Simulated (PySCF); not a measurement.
Species: 1,1,1-trifluoroethane, C₂H₃F₃.
SMILES: `CC(F)(F)F`

Computed with PBE0/def2-SVPD in PySCF (dipole) on a GFN2-xTB geometry, gas phase.

Take the most abundant isotopes and a rigid rotor. 

(1) What are A, B and C (cm⁻¹)?

(2) What kind of rotor is it?

(3) Where do the R-branch lines fall?

(4) Estimate the classical rotational partition function at 10 K, 50 K and 500 K.

Results:

(1) Ia = 90.99, Ib = 97.75, Ic = 97.80 u·Å²; 505379 MHz·u·Å²/I gives 5554, 5170 and 5167 MHz, that is A = 0.18526, B = 0.17246, C = 0.17236 cm⁻¹.

(2) A prolate symmetric top, as the point group C3v requires two equal moments; the computed ones differ by 0.05 % because the geometry is symmetric only within the optimiser's tolerance: κ = (2 × 5170 − 5554 − 5167)/(5554 − 5167) ≈ -0.99.

(3) The dipole of 2.43 D lies along the symmetry axis, so ΔK = 0 and J+1 ← J falls at 2B(J+1) for every K: 10.34 GHz, 20.67 GHz, 31.01 GHz, 41.35 GHz, 51.69 GHz for J = 0 to 4.

(4) Point group C3v, symmetry number σ = 3; q = (√π/σ)·√((kT/h)³/(ABC)), k/h = 20836.6 MHz/K: 146 at 10 K, 1630 at 50 K, 51600 at 500 K.

Whether it is a minimum is left open (no frequencies). Zero-point vibration and centrifugal distortion are left out.

Time: 11 s. Hardware: one thread of an Arm Neoverse V2, no GPU, shared host. This is the PBE0/def2-SVPD job that gave the dipole, with the excitations it also computed.
